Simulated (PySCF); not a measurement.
Molecule (SMILES): FB(F)F.
Geometry (B3LYP-D3(BJ)/def2-TZVP, fixed):
```xyz
4

B      0.0000     0.0000     0.0000
F      0.0168     1.3152     0.0316
F      1.1308    -0.6724    -0.0050
F     -1.1476    -0.6428    -0.0266
```

Basis-set convergence of the mean static polarisability at PBE0 with PySCF. All functions are spherical. Density fitting with generated auxiliary sets. No added dispersion term, no relativity. Reference: the value in d-aug-cc-pVTZ, 16.11 bohr³, itself unsure by roughly 0.6 % (its mean distance from aug-cc-pVQZ, aug-pcseg-2, aug-cc-pVTZ). Deviations are taken from unrounded values. Cost is core time over that of 6-311G**, rough, on shared machines of one kind; a dash marks a row that isn't timed (too short, read off another run, short of memory, by another algorithm or on other hardware).

```csv
basis,functions,mean static polarisability (bohr³),minus reference (%),cost
STO-3G,20,6.08,-62.3,-
6-311G**,72,11.49,-28.6,1×
6-311+G**,88,13.52,-16.1,1×
aug-cc-pVDZ,92,15.64,-2.9,2×
pcseg-2,120,13.79,-14.4,2×
"6-311++G(3df,3pd)",156,15.68,-2.7,4×
aug-cc-pVTZ,184,15.99,-0.7,6×
aug-pcseg-2,184,16.00,-0.7,7×
cc-pVQZ,220,14.87,-7.7,8×
def2-QZVPP,228,15.29,-5.1,10×
d-aug-cc-pVTZ,248,16.11,0.0,10×
def2-QZVPPD,261,16.07,-0.2,10×
aug-cc-pVQZ,320,16.06,-0.3,20×
```
